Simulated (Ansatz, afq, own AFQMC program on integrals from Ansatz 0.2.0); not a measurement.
CH₂B, doublet → CH2B, quartet

```xyz
4

B     0.0000    0.0000    0.8265
C     0.0000    0.0000   -0.5553
H     0.0000   -0.9252   -1.1237
H     0.0000    0.9252   -1.1237
```

Connectivity, by distances: B–CH2.

E(quartet, charge +0) − E(doublet, charge +0) at this geometry, on ROHF and UHF determinants.

Basis aug-cc-pVDZ. Noble-gas cores (and the filled d shells of Ga–Kr and In–Xe) are frozen. Ansatz 0.2.0 and our own AFQMC program on the same integrals; the CISD trial comes from CCSD amplitudes, and released means the phaseless constraint is let go. Error bars are statistical, one sigma. The errors of all members are added in quadrature.

No full CI on the walks' own integrals is used here; CCSDT(Q) serves as the reference and is uncertain by about the last step of the cluster series. Each member takes its own surest rung, up to full CI.

Errors are counted within aug-cc-pVDZ, not against nature.

Cautions: CH₂B (doublet): a spin-contaminated unrestricted determinant lies lower (UHF 152 meV lower, ⟨S²⟩ 0.91), its ph-AFQMC/CISD value lies 24 ± 4 meV above CCSDT(Q); CH₂B (quartet): another spin lies lower.

```
level  vertical spin gap (kJ/mol)
  MP2                       224.7
 CCSD                       220.9
```

(1) From these cheaper values, estimate the vertical spin gap at the reference level in aug-cc-pVDZ.

(1) 232.8 kJ/mol (CCSDT(Q) in aug-cc-pVDZ).

```json
{"level": "HF", "vertical spin gap (kJ/mol)": "115.2", "error against CCSDT(Q) (kJ/mol)": "-117.5"}
{"level": "CCSD(T)", "vertical spin gap (kJ/mol)": "231.3", "error against CCSDT(Q) (kJ/mol)": "-1.4"}
{"level": "CCSDT", "vertical spin gap (kJ/mol)": "231.9", "error against CCSDT(Q) (kJ/mol)": "-0.9"}
{"level": "ph-AFQMC/CISD", "vertical spin gap (kJ/mol)": "230.8 ± 0.5", "error against CCSDT(Q) (kJ/mol)": "-1.9 ± 0.5"}
{"level": "released AFQMC", "vertical spin gap (kJ/mol)": "232.5 ± 0.4", "error against CCSDT(Q) (kJ/mol)": "-0.3 ± 0.4"}
```

Correlation beyond CCSD(T) adds 1.4 kJ/mol. The perturbative (T) step is worth +10.4 kJ/mol.

A walk keeps the symmetry of its determinant, which the program's search chose and which needn't be the lowest solution, so a lower state of the same spin and another symmetry isn't excluded. Released energies are given only where the last usable release times agree within the noise; a slower fall can still hide under it.
